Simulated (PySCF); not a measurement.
**Solver options tried on LiN (triplet)**

Do solver options change the result for LiN (triplet), or only the number of cycles?

Method: method and basis as typed in the scripts; program: PySCF 2.14.0.

7 further runs of the same task are left out: 7 that didn't finish.

## Step 1: Starting geometry

LiN (triplet): 2 atoms, charge 0, spin multiplicity 3.

Bond lengths: Li1–N2 1.940 Å.

## Step 2: The base run

input.py reads:

```python
from pyscf import gto, scf, mcscf

mol = gto.M(
    atom='Li 0 0 0; N 0 0 1.94',
    basis='jorge-dzp',
    charge=0,
    spin=2,
    symmetry=True,
    verbose=4,
)
mf = scf.ROHF(mol)
mf.kernel()
mc = mcscf.CASSCF(mf, 8, 8)
mc.kernel()
mc.analyze()
mf.dip_moment()
print('orbital energies (hartree):', mf.mo_energy[..., max(0, mol.nelec[1]-3):mol.nelec[0]+3].round(4))
```

Run with:

```sh
$ python input.py
```

The log of this run is left out.

Base result: E(SCF) = -61.816189 Eh, 11 cycles, E(CAS) − E(SCF) = -0.04693 Eh, μ = 7.65 D (of the SCF density).

The bond length is a typed value, not an optimised one. The triplet is typed in the script; nothing here shows that it is the ground state.

## Step 3: Initial guess atom

Run 1 changes initial guess: minao → atom.

input.py reads:

```python
from pyscf import gto, scf, mcscf

mol = gto.M(
    atom='Li 0 0 0; N 0 0 1.94',
    basis='jorge-dzp',
    charge=0,
    spin=2,
    symmetry=True,
    verbose=4,
)
mf = scf.ROHF(mol)
mf.init_guess = 'atom'
mf.kernel()
mc = mcscf.CASSCF(mf, 8, 8)
mc.kernel()
mc.analyze()
mf.dip_moment()
print('orbital energies (hartree):', mf.mo_energy[..., max(0, mol.nelec[1]-3):mol.nelec[0]+3].round(4))
```

Run with:

```sh
$ python input.py
```

## Step 4: Cycle limit 200

Run 2 changes cycle limit: 50 → 200.

Edit input.py of step 2 so:

```diff
@@ -11,2 +11,3 @@
 mf = scf.ROHF(mol)
+mf.max_cycle = 200
 mf.kernel()
```

## Step 5: Convergence threshold 1e-07 hartree

Run 3 changes convergence threshold: default → 1e-07 hartree.

Edit input.py of step 2 so:

```diff
@@ -11,2 +11,3 @@
 mf = scf.ROHF(mol)
+mf.conv_tol = 1e-07
 mf.kernel()
```

**Question.** What will these runs give? Wanted: for each run, E(SCF); from base; SCF dipole; after the SCF.

**Answer**, as computed:

```csv
run,E(SCF) (hartree),from base (eV),cycles,SCF dipole (D),after the SCF
base,-61.816189,0,11,7.65,CASSCF correlation -1.277 eV
initial guess atom,-61.816189,0.0000,12,7.65,CASSCF correlation -1.277 eV
cycle limit 200,-61.816189,0.0000,11,7.65,CASSCF correlation -1.277 eV
convergence threshold 1e-07 hartree,-61.816189,0.0000,9,7.65,CASSCF correlation -1.277 eV
```

Distance from each run's final energy (log10 hartree) by cycle:

```csv
run,cycle 1,cycle 2,cycle 3,cycle 5,cycle 8,cycle 12
base,-2.2,-2.9,-2.5,-4.7,-7.7,done
initial guess atom,-1.7,-1.4,-2.3,-3.7,-6.3,< -11
cycle limit 200,-2.2,-2.9,-2.5,-4.7,-7.7,done
convergence threshold 1e-07 hartree,-2.2,-2.9,-2.5,-4.7,-8.6,done
```

In words: No change of the SCF energy comes from initial guess atom or cycle limit 200 or convergence threshold 1e-07 hartree. With initial guess atom, cycle limit 200 the path hardly changes: 11 to 12 cycles against 11.
